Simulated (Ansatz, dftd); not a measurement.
Reaction: CH3O (SMILES [CH2]O, doublet) → CH3O- (SMILES [CH2-]O) (an electron is taken up)
Each species at its own B3LYP-D3(BJ)/def2-TZVP minimum (Ansatz, a program for electronic structure).

Quantity: adiabatic electron affinity (electronic), positive where energy is released, in eV. Radicals and triplets start from unrestricted determinants; spin-orbit coupling is neglected. Cores are frozen in correlated methods. Rows without X2C or -DK are non-relativistic. CBS(X,Y): correlation extrapolated as X^-3, Hartree-Fock from the larger set. A bracket is a step between two methods taken in the basis named. Functionals run without relativity, which enters their misses. Double hybrids freeze cores in their MP2 part. '+ core + X2C': CCSD(T) terms for core correlation (cc-pwCVTZ) and scalar relativity (cc-pVTZ-DK). def2-TZVPD holds few diffuse functions, which lowers the functionals' binding of the extra electron.

| level | program | adiabatic electron affinity (eV) | difference against the last row |
|---|---|---|---|
| r2SCAN-D3(BJ)/def2-TZVPD | Ansatz + dftd3 | -0.68 | -0.31 |
| B3LYP-D3(BJ)/def2-TZVPD | Ansatz + dftd3 | -0.45 | -0.08 |
| CAM-B3LYP/def2-TZVPD | Ansatz | -0.52 | -0.15 |
| B2PLYP/def2-TZVPD | Ansatz | -0.53 | -0.16 |
| CCSDT(Q)/aug-cc-pVDZ | Ansatz | -0.41 | -0.04 |
| CCSD(T)/CBS(aug-cc-pVTZ,aug-cc-pVQZ) + [CCSDT(Q) - CCSD(T)]/aug-cc-pVDZ + core + X2C | Ansatz | -0.37 | 0.00 |
